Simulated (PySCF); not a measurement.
Reaction (SMILES): ClCl (Cl2) + [H][H] (H2) → 2 Cl (HCl)
B3LYP-D3(BJ)/def2-TZVP geometries, fixed; electronic energies without zero-point terms.

Effect of the grid level at B3LYP/def2-TZVP with PySCF, against the last row, where the energy of full hydrogenation is -43.02 kcal/mol.

| setting | grid points, largest species | largest shift of a total energy (mEh) | shift of the energy of full hydrogenation (kcal/mol) |
|---|---|---|---|
| grids.level: 0 | 3248 | -3.921 | -1.030 |
| grids.level: 1 | 12632 | -0.025 | 0.006 |
| grids.level: 2 | 23496 | 0.000 | -0.001 |
| grids.level: 3 | 37760 | -0.001 | 0.001 |
| grids.level: 4 | 57384 | 0.000 | 0.000 |
| grids.level: 5 | 86096 | 0.000 | 0.000 |
| grids.level: 7 | 170696 | 0.000 | 0.000 |

Within 0.02 kcal/mol in the energy of full hydrogenation: grids.level: 1; grids.level: 2; grids.level: 3; grids.level: 4; grids.level: 5. The largest shift is 3.921 mEh in a total energy and 1.030 kcal/mol in the difference.
